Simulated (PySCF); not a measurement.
C5H11 (doublet state).
Bonds: C1–C2, C2–C3, C2–C4, C2–C5. Hydrogens: H6, H7 on C1; H8, H9, H10 on C3; H11, H12, H13 on C4; H14, H15, H16 on C5.

As a line formula: `[CH2]C(C)(C)C` [radical].

Method: UKS B3LYP, pcH-1 on C H, non-relativistic, mean-field spin-orbit, GIAO (PySCF). Isolated species at its GFN2-xTB geometry, gas phase. The geometry wasn't refined by DFT: couplings that depend on bond lengths, twists or pyramidal angles can differ widely from those at the functional's own minimum. Stability of the SCF solution: not tested.

Task: Break the g tensor into its mass correction, gauge correction and orbital-Zeeman/spin–orbit terms.

Result: 
| Δg (ppm) | 1 | 2 | 3 |
| --- | --- | --- | --- |
| relativistic mass correction | -142 | -142 | -142 |
| gauge correction | 8 | 41 | 26 |
| orbital Zeeman/spin–orbit | -24 | 492 | 548 |
| total | -158 | 392 | 433 |

So g = 2.00216, 2.00271, 2.00275 and g_iso = 2.00254; the tensor is close to axial: the two nearest values differ by 7 % of g3 − g1. Axes: g2 points within 1° of the C1–C2 bond.

Task: At 94.067 GHz, how far is the centre of the isotropic spectrum from where a free electron (g = 2.002319) resonates?

Result: B = hν/(g μB) with μB/h = 13.99624 MHz/mT gives 3356.54 mT for the free electron and 3356.17 mT at g_iso, 0.37 mT lower.

Task: What effective moment and Curie constant follow for a powder?

Result: With the mean of g² = 4.0102 and S(S+1) = 0.75: μ_eff = √(⟨g²⟩S(S+1)) = 1.734 μB and χT = 0.12505·⟨g²⟩·S(S+1) = 0.376 cm³ K/mol (cgs; spin-Hamiltonian part alone).

Task: What are the electron Larmor frequencies g μB B/h along the three axes at 350 mT?

Result: 9.8080, 9.8107, 9.8109 GHz for g1, g2 and g3, a range of 2.9 MHz.

Task: In a frozen sample, at which fields do the three g values resonate at 9.5, 34, 94 and 263 GHz (hyperfine left aside), and which band first spreads them over more than twice a line width of 0.3 mT?

Result: 
| band | GHz | B(g3) mT | B(g2) mT | B(g1) mT | spread mT |
| --- | --- | --- | --- | --- | --- |
| X | 9.5 | 338.91 | 338.92 | 339.01 | 0.10 |
| Q | 34.0 | 1212.94 | 1212.97 | 1213.30 | 0.36 |
| W | 94.0 | 3353.43 | 3353.50 | 3354.42 | 0.99 |
| J | 263.0 | 9382.47 | 9382.66 | 9385.24 | 2.77 |

The spread grows in proportion to the frequency. W band is the first where it exceeds 0.6 mT.

The largest Mulliken spin populations are on C1 (+1.09) and C2 (-0.07). No atom but C1 exceeds +0.15. The angles at C1 add up to 359.5°, so it is planar; its axial dipolar tensor and the negative couplings of its protons fit spin in a p orbital normal to that plane.

The HOMO–LUMO gaps are 6.71 eV among the α and 7.37 eV among the β orbitals.

Time: 36 s of wall time (with the writing of density and orbital grids); peak memory 0.90 GiB. Hardware: one thread, Arm Neoverse V2 (aarch64), no GPU, on a shared host.
